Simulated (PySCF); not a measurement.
# C2H8Si (dimethylsilane): the cost of one run

Programs: PySCF 2.14.0, with density-fitted response routines of our own. Each step states its level of theory. These are calculated values for one molecule in the gas phase, unless marked as measured. Atoms are numbered from 0 throughout.

### Step 1. The molecule as given

11 atoms, charge 0, multiplicity 1; geometry from: GFN2-xTB. The atoms were then displaced at random by about 0.03 Å, so the start is not that level's minimum.

Bonds of the start (Å): C0–Si1 1.92, Si1–C2 1.94, C0–H3 1.10, C0–H4 1.17, C0–H5 1.06, Si1–H6 1.48, Si1–H7 1.46, C2–H8 1.04, C2–H9 1.13, C2–H10 1.04.

### Step 2. Relaxing the molecule at PBE0-D3(BJ)/def2-SVP

What the job is given:

```
{"job": {"xc": "PBE0", "basis": "def2-SVP", "d3": "d3bj", "grid": 1, "shake": 0.03, "kind": "geom"}, "charge": 0, "multiplicity": 1}
C      1.537130     0.477450    -0.189700
Si     0.101710    -0.771930     0.039280
C     -1.632870     0.093880     0.121330
H      2.282000     0.558150     0.611650
H      1.050660     1.534800    -0.302860
H      2.030270     0.389110    -1.118340
H      0.387630    -1.510400     1.289750
H      0.167580    -1.689180    -1.093150
H     -2.377940    -0.603870     0.343020
H     -1.621960     0.790740     1.010460
H     -1.815320     0.651100    -0.732490
```

On the command line:

```bash
$ OMP_NUM_THREADS=1 python probes_run.py task.json out
```

This one command runs all jobs of the session in turn.

**Question.** How long does this first job take on 1 thread of Intel Xeon Platinum 8488C, shared host, and how much memory does it need?

About 8.5 s, with a peak of 0.35 GiB.
